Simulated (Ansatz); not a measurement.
# CH3AlO: one species, many methods

Aim: compute CH3AlO with functionals from several rungs and with coupled cluster. The yardstick is the atomisation energy at the CCSD(T) limit.

Program: Ansatz 0.2.0, Gaussian basis. Level of theory: functionals in def2-TZVPP, the program's frozen cores in correlated methods. These are calculated values, not measurements.

Levels to be run: LDA (SPW92), PBE-D4, revPBE-D4, BLYP-D4, r2SCAN-D4, B97M-V, PBE0-D4, B3LYP-D4, r2SCANh-D4, r2SCAN0-D4, HSE06-D4, BHLYP-D4, CAM-B3LYP-D4, LC-ωPBE, ωB97X-V, ωB97M-V, B2PLYP, PBE-QIDH; CCSD(T)/def2-SVP; CCSD(T)/def2-TZVPP; CCSD(T)/def2-QZVPP; extrapolation to the limit; RPA on PBE.

### 1 The geometry

An earlier PBE0-D4 in a triple-zeta def2 set relaxation fixed the geometry.

SMILES `[CH3][Al]=[O]`, 6 atoms, charge 0, spin multiplicity 1.

Atoms are counted from 1 here; the program's logs count them from 0.

Bond lengths: C1–Al2 1.935 Å, C1–H4 1.092 Å, C1–H5 1.092 Å, C1–H6 1.092 Å, Al2–O3 1.596 Å. Angles: Al2–C1–H4 110.5°, Al2–C1–H5 110.5°, Al2–C1–H6 110.5°, H4–C1–H5 108.4°, H4–C1–H6 108.4°, H5–C1–H6 108.4°, C1–Al2–O3 180.0°.

### 2 LDA

This LDA is Slater exchange with PW92 correlation.

in.yaml

```yaml
crystal:
  periodic: [false, false, false]
  atoms:
    - {symbol: C, position_ang: [-0.412544, 0.498190, -0.315372]}
    - {symbol: Al, position_ang: [0.696663, -0.841355, 0.532489]}
    - {symbol: O, position_ang: [1.611684, -1.946263, 1.232051]}
    - {symbol: H, position_ang: [0.065186, 1.479067, -0.263906]}
    - {symbol: H, position_ang: [-1.383563, 0.560921, 0.180794]}
    - {symbol: H, position_ang: [-0.577417, 0.249449, -1.366054]}
basis:
  gaussian: {orbitals: def2-TZVPP}
hamiltonian: {xc: lda}
output: {orbitals: {seedname: orbitals}}
```

Launch:

```
$ ansatz run in.yaml --threads 2 --pin off --events-out ev --progress --plain --max-ram 32768MiB --backend cpu
```

The runs that follow: PBE-D4 (GGA); revPBE-D4 (GGA); BLYP-D4 (GGA); r2SCAN-D4 (meta-GGA); B97M-V (meta-GGA); PBE0-D4 (hybrid); B3LYP-D4 (hybrid); r2SCANh-D4 (hybrid); r2SCAN0-D4 (hybrid); HSE06-D4 (hybrid); BHLYP-D4 (hybrid); CAM-B3LYP-D4 (range-separated); LC-ωPBE (range-separated); ωB97X-V (range-separated); ωB97M-V (range-separated); B2PLYP (double hybrid); PBE-QIDH (double hybrid); CCSD(T) in def2-SVP; CCSD(T) in def2-TZVPP; CCSD(T) in def2-QZVPP; RPA on PBE orbitals.

**Question.** What will the summary of the whole plan be? Wanted: atomisation energy, CCSD(T)/CBS; farthest beyond LDA; mean size of error, GGA; mean size of error, meta-GGA; mean size of error, hybrid; mean size of error, range-separated; mean size of error, double hybrid; gap, smallest and largest; T1 diagnostic.

**Answer**, as computed:

| quantity | value |
| --- | --- |
| atomisation energy, CCSD(T)/CBS | 21.930 eV |
| functionals within 0.110 eV (0.5 %) | r2SCAN-D4, B97M-V, CAM-B3LYP-D4, ωB97M-V |
| farthest beyond LDA | BHLYP-D4 (-1.130 eV) |
| mean size of error, GGA | 0.235 eV |
| mean size of error, meta-GGA | 0.051 eV |
| mean size of error, hybrid | 0.423 eV |
| mean size of error, range-separated | 0.116 eV |
| mean size of error, double hybrid | 0.252 eV |
| gap, smallest and largest | 3.53 eV (BLYP-D4), 10.57 eV (LC-ωPBE) |
| T1 diagnostic | 0.0239 |
| triples share of the correlation energy | 4.4 % |

In words: The LDA atomisation energy is off by 3.176 eV (14 %): it overbinds. PBE-D4 is off by +0.457 eV. Double hybrids carry the basis error of their MP2 part in triple zeta, and no dispersion term here, so their miss is partly the set-up's. Taken by rung, meta-GGA functionals do best (0.051 eV on average) and hybrid ones worst beyond LDA (0.423 eV). The mean of the hybrids holds BHLYP, with half exact exchange. The reference freezes the cores and leaves out relativity and excitations past (T), so misses under about 0.110 eV can't be ranked. Hartree-Fock recovers 68 % of the binding; the rest is correlation. CCSD(T) in def2-SVP is off by -1.421 eV, more than most functionals: a good method in a small basis is no reference. The gap grows from 3.5 to 10.6 eV across the functionals, mostly with the share of exact exchange. T1 = 0.024 passes the customary mark of 0.02 by a little.
